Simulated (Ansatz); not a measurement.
# AlBO+ (doublet): wave-function methods side by side, def2-QZVPP

An exercise on one series of results from a longer session: the logs are not shown, and one member is left open.

Computed with Ansatz 0.2.0, Gaussian basis. Level: def2-QZVPP, core rule «outside noble gas», up to 7 orbitals frozen.

To be run: UHF; ROHF; CCSD(T) on UHF.

2 further runs of the same task are left out: 2 set aside as unsound or not needed.

### The system

The geometry is a PBE0/def2-TZVP stationary point (not a proven minimum) of the parent state, kept for this charge and spin.

3 atoms, charge 1, spin multiplicity 2.

Atoms are counted from 1 here; the program's logs count them from 0.

Bond lengths: Al1–O2 1.757 Å, O2–B3 1.280 Å. Angles: Al1–O2–B3 180.0°.

Set-up of the first run:

in.yaml

```yaml
crystal:
  periodic: [false, false, false]
  atoms:
    - {symbol: Al, position_ang: [0.000000, 0.000000, 1.597900]}
    - {symbol: O, position_ang: [0.000000, 0.000000, -0.158800]}
    - {symbol: B, position_ang: [0.000000, 0.000000, -1.439100]}
basis:
  gaussian: {orbitals: "def2-QZVPP.json"}
total_charge: 1
magnetization: {spin_polarized: true, initial_magnetization: 1}
hamiltonian: {xc: hf}
output: {orbitals: {seedname: orbitals}}
```

On the command line:

```sh
ansatz run in.yaml --threads 1 --pin off --events-out ev --progress --plain --max-ram 2393MiB
```

Steps of the session up to this table: UHF; ROHF; CCSD(T) on UHF.

One table of the session follows, with a row left open; its other results are not shown here.

```
  method  from UCCSD(T) (kcal/mol)
    ROHF                   +234.94
     UHF                   +233.99
    UMP2                         ?
   UCCSD                    +10.51
UCCSD(T)                         0
```

Estimate the missing values for UMP2.

The run gave: from UCCSD(T) (kcal/mol): +16.52. In the column «from UCCSD(T) (kcal/mol)» it lies between UCCSD (+10.51) and UHF (+233.99).
